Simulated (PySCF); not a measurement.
# Removing an electron from `O=C(Cl)C1CC1`

Species: C4H5ClO.
Z-matrix (Å and degrees, PBE0-D3(BJ)/def2-SVP geometry), rows numbered from 1:
```
O 
C   1  1.1831
Cl  2  1.8084  1  119.70
C   2  1.4753  1  126.42  3   179.96
C   4  1.5122  2  121.71  1   145.14
C   5  1.4818  4   60.66  2   110.29
H   4  1.0929  2  110.57  1     0.31
H   5  1.0922  4  116.62  6  -108.42
H   5  1.0925  4  115.89  6   110.55
H   6  1.0925  4  115.95  5  -110.56
H   6  1.0923  4  116.52  5   108.47
```

Level: B3LYP/def2-SVPD (PySCF). Frontier orbitals with their largest atomic shares (Löwdin; up to four atoms above 4 %):

```tsv
orbital	ε (eV)	main atoms
HOMO−3	-9.07	Cl3 76 %, C2 8 %, C4 6 %, O1 5 %
HOMO−2	-9.06	C4 35 %, C6 18 %, C5 17 %, O1 11 %
HOMO−1	-9.02	Cl3 76 %, O1 11 %, C2 9 %
HOMO	-8.22	?
LUMO	-1.34	C2 39 %, O1 32 %, Cl3 10 %, C6 6 %
LUMO+1	0.02	Cl3 44 %, C2 20 %, O1 7 %, C4 7 %
LUMO+2	0.53	H9 17 %, H10 17 %, Cl3 12 %, H7 12 %
```

Q: What vertical ionisation energy does ΔSCF give, and how far is −ε(HOMO) from it?

A: ΔSCF: 10.53 eV (1016 kJ/mol; threshold wavelength 118 nm); ⟨S²⟩ of the doublet left behind is 0.758, against 0.75 for a pure doublet. −ε(HOMO) is 8.22 eV, 2.31 eV below it. In exact Kohn–Sham theory the two would be equal; B3LYP (global hybrid, 20 % exact exchange) falls short of its own ΔSCF value by 22 %. Holes in the HOMO−1 and HOMO−2 were tried too where these lie within 1.2 eV of the HOMO; the lowest converged state counts.

Q: On which atoms does the HOMO lie?

A: O1 (carbonyl oxygen) 50 %, Cl3 (chlorine bonded to C) 28 %, C2 (acyl halide carbon) 6 %, C4 (sp3 carbon next to a carbonyl) 5 %. The HOMO−1 lies 0.80 eV lower.

Q: And the vertical electron affinity, the fundamental gap, Mulliken's electronegativity and the hardness (with the factor ½)?

A: EA = -0.84 eV by ΔSCF (−ε(LUMO) = 1.34 eV); a negative value means that the added electron isn't bound at this geometry and level, and the number then depends on the basis. IE − EA = 11.37 eV against an orbital gap of 6.88 eV; (IE + EA)/2 = 4.84 eV; (IE − EA)/2 = 5.68 eV.

Q: How many of the 10 lowest singlet excitations (vertical TDDFT, same level) lie below the ionisation energy?

A: All 10; they run from 5.19 to 8.10 eV.

Q: What total energies stand behind the ΔSCF value?

A: E(N) = -690.55977 Eh and E(N − 1) = -690.17280 Eh at the same geometry, 0.38697 Eh apart. With one more electron, E(N + 1) = -690.52906 Eh.

The structure is a single PBE0-D3(BJ)/def2-SVP conformer in the gas phase; no vibrational or solvent corrections.

The run behind these numbers computed excited states and ΔSCF ions as well. Time: 1.8 min (grids of density and orbitals included); peak memory 0.83 GiB. Hardware: one thread, Arm Neoverse V2 (aarch64), no GPU, on a shared host.
